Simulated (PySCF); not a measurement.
Species: PH3.
Numbering: `[PH3:1]` (hydrogens: H2, H3, H4 on P1)

A GFN2-xTB structure was refined with PBE0-D3(BJ)/def2-SVP geometry optimisation, gas phase (PySCF). Its GFN2-xTB values:

```csv
coordinate,GFN2-xTB
P1–H2,1.388 Å
P1–H3,1.387 Å
H2–P1–H3,92.2°
```

Task: How do these coordinates change at the PBE0-D3(BJ)/def2-SVP level?

Result: 
```
coordinate  PBE0-D3(BJ)/def2-SVP (Å or °)  change
     P1–H3                          1.429  +0.042
     P1–H2                          1.429  +0.041
  H2–P1–H3                           93.0    +0.8
```

The energy falls by 0.060 eV over 4 energy and gradient evaluations, the largest force component goes from 0.0273 to 1.7e-05 Eh/bohr, and the atoms move by 0.036 Å rms after alignment. Among the bonds, P1–H2, P1–H3 and P1–H4 change most and about equally (+0.041 to +0.042 Å). Bonds longer at the end by more than 0.005 Å: 3 of 3; shorter: 0. Rotational constants go from 138971, 138418, 125314 to 131459, 131451, 116757 MHz.

The run used 33 basis functions and 18 SCF cycles in all.

PBE0-D3(BJ)/def2-SVP frequencies: not computed here.
